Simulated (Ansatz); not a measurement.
**N2H3 (hydrazinyl radical) at 6 levels**

We compute a comparison of 6 runs (UHF/STO-3G, U-wB97X/STO-3G, UBHLYP/STO-3G, USVWN5/STO-3G, RPA@PBE/STO-3G, UCCSDT/STO-3G) of N2H3 (hydrazinyl radical). 

Program for the calculation: Ansatz 0.2.0.

30 further runs of the same task are left out: 30 set aside as unsound or not needed.

### Step 1. Starting point

The species is N2H3 (5 atoms), meant as a doublet with charge 0. As SMILES, `[NH]N`. The H3–N1 distance was set to 1.277 Å, away from the relaxed value.

Bond lengths: N1–N2 1.338 Å, N2–H4 1.008 Å, N2–H5 1.012 Å. Angles: N1–N2–H4 113.9°, N1–N2–H5 120.9°, H4–N2–H5 114.6°. A long bond or contact: N1–H3 1.277 Å.

### Step 2. A single-point energy at UHF/STO-3G (run 1)

molecule.yaml

```yaml
basis:
  gaussian: {orbitals: STO-3G}
crystal:
  periodic: [false, false, false]
  atoms:
    - {symbol: "N", position_ang: [-0.424438, -0.784703, 0.364741]}
    - {symbol: N, position_ang: [-0.365498, 0.268957, -0.457749]}
    - {symbol: H, position_ang: [0.759840, -0.951450, 0.811270]}
    - {symbol: H, position_ang: [-1.267788, 0.625647, -0.729329]}
    - {symbol: H, position_ang: [0.350522, 0.974927, -0.346129]}
magnetization: {spin_polarized: true, initial_magnetization: 1}
hamiltonian: {xc: hf}
accuracy: high
```

Run with:

```console
$ ansatz run molecule.yaml --threads 1 --pin off --max-ram 3480MiB --events-out events.jsonl --progress --plain --runs-dir runs
```

The program printed:

```text
Warning: RAYON_NUM_THREADS=1 ignored (pool sized by the plan → 1); use --threads N
Functional definition: HF
  name "HF"
  exchange = exact_x
  correlation = 0
209 factors; integrals over basis functions are off by at most 1.4e-8 eV
mean field evaluation 1: about -2967.7516 eV, gradient 1.1e1 eV
mean field evaluation 2: about -2967.8596 eV, gradient 1.1e1 eV
mean field evaluation 4: about -2968.9977 eV, gradient 2.1e0 eV
mean field evaluation 8: about -2969.1585 eV, gradient 1.8e-1 eV
mean field evaluation 16: about -2969.1577 eV, gradient 1.6e-8 eV
mean field -2969.15765454 eV, -109.1145312371 hartree, gradient 2.8e-8 eV, S^2 0.776114; 0 other end points of the search recorded, 0 dependent functions left out
reference -2969.15765454 eV, -109.1145312371 hartree; 9, 8 occupied and 4, 5 virtual orbitals, 209 factors
Total energy: -2969.15765454 eV, -109.1145312371 hartree
```

Wall time 0.08 s (1 thread of Arm Neoverse V1, shared host).

### Step 3. The energy at U-wB97X/STO-3G (run 2)

in.yaml

```yaml
crystal:
  periodic: [false, false, false]
  atoms:
    - {symbol: N, position_ang: [-0.424438, -0.784703, 0.364741]}
    - {symbol: "N", position_ang: [-0.365498, 0.268957, -0.457749]}
    - {symbol: H, position_ang: [0.759840, -0.951450, 0.811270]}
    - {symbol: H, position_ang: [-1.267788, 0.625647, -0.729329]}
    - {symbol: H, position_ang: [0.350522, 0.974927, -0.346129]}
basis:
  gaussian:
    orbitals: STO-3G
magnetization:
  spin_polarized: true
  initial_magnetization: 1
hamiltonian:
  xc: {name: wB97X}
accuracy: high
```

Run with:

```console
$ ansatz run in.yaml --threads 1 --pin off --max-ram 3480MiB --events-out events.jsonl --progress --plain --runs-dir runs
```

The program printed, shortened:

```text
Warning: RAYON_NUM_THREADS=1 ignored (pool sized by the plan → 1); use --threads N
Functional definition: wB97X
  name "wB97X"
[...]
      + exact_x_lr(omega)
[...]
      + integral(e_c_pw_opposite_spin*poly(b97_u_opposite, 1, cos1, cos2, cos3, cos4))
209 factors; integrals over basis functions are off by at most 1.4e-8 eV
119 factors; integrals over basis functions are off by at most 7.1e-10 eV
[...]
mean field -2985.42748416 eV, -109.7124364474 hartree, gradient 7.0e-8 eV, S^2 0.753337; 0 other end points of the search recorded, 0 dependent functions left out
reference -2985.42748277 eV, -109.7124363964 hartree; 9, 8 occupied and 4, 5 virtual orbitals, 209 factors
Total energy: -2985.42748277 eV, -109.7124363964 hartree
```

Wall time 6.9 s (1 thread of Arm Neoverse V1, shared host); peak memory 0.31 GiB.

Runs 3 to 5 aren't shown in full; the table further down has their settings and results.

### Step 4. A single-point energy at UCCSDT/STO-3G (run 6)

in.yaml

```yaml
crystal:
  periodic: [false, false, false]
  atoms:
    - symbol: "N"
      position_ang: [-0.424438, -0.784703, 0.364741]
    - symbol: N
      position_ang: [-0.365498, 0.268957, -0.457749]
    - symbol: H
      position_ang: [0.759840, -0.951450, 0.811270]
    - symbol: H
      position_ang: [-1.267788, 0.625647, -0.729329]
    - symbol: H
      position_ang: [0.350522, 0.974927, -0.346129]
basis:
  gaussian:
    orbitals: STO-3G
magnetization:
  spin_polarized: true
  initial_magnetization: 1
scf:
  omitted_lower_state_checks: [cluster_reference, increment]
correlation:
  method: ccsdt
  frozen_orbitals: {H: 0, "N": 1}
accuracy: high
```

Run with:

```console
$ ansatz run in.yaml --threads 1 --pin off --max-ram 3480MiB --events-out events.jsonl --progress --plain --runs-dir runs
```

The program printed, shortened:

```text
Warning: RAYON_NUM_THREADS=1 ignored (pool sized by the plan → 1); use --threads N
[... 2 set-up lines as earlier in the session ...]
[...]
209 factors; integrals over basis functions are off by at most 1.4e-8 eV
[...]
mean field -2969.15765454 eV, -109.1145312371 hartree, gradient 2.8e-8 eV, S^2 0.776114; 0 other end points of the search recorded, 0 dependent functions left out
2 core orbitals not correlated: weight in the atoms' cores, before any rotation towards them, 1.000 or more for the frozen orbitals, at most 0.000 for the correlated occupied ones
reference -2969.15765454 eV, -109.1145312371 hartree; 7, 6 occupied and 4, 5 virtual orbitals, 209 factors
second order -2.31629416 eV of doubles, -0.00000000 eV of singles
cycle   1  -2.87590218 eV  change   -5.6e-1 eV  update   6.9e-2
[...]
cycle  27  -3.31528275 eV  change   2.9e-11 eV  update  9.2e-10
Total energy: -2972.47293730 eV, -109.2363656312 hartree
Checks for a lower state left out: cluster_reference, increment
```

Wall time 0.5 s (1 thread of Arm Neoverse V1, shared host).

### Step 5. The series

```csv
run,level,frozen core orbitals,energy (Eh),⟨S²⟩,wall time
1,UHF/STO-3G,–,-109.114531,0.776,0.08 s
2,U-wB97X/STO-3G,–,-109.712436,0.753,6.9 s
3,UBHLYP/STO-3G,–,-109.669040,0.755,1.2 s
4,USVWN5/STO-3G,–,-108.796019,0.752,0.73 s
5,RPA@PBE/STO-3G,2,-109.305133,0.752,1.3 s
6,UCCSDT/STO-3G,2,-109.236366,0.776,0.5 s
```

### Step 6. Outcome

| quantity | value |
| --- | --- |
| run 6: total energy | -109.23637 Eh |
| run 6: correlation energy (2 core orbitals frozen) | -121.8 mEh |
| run 6: ⟨S²⟩ of the reference determinant | 0.776 |
| run 6: T1 diagnostic | 0.021 |

Totals of different functionals can't be ranked against each other. In runs 1, 2, 3, 4, 5, 6 the basis is minimal, so the values are rough. All runs together took 11 s, the longest 6.9 s.
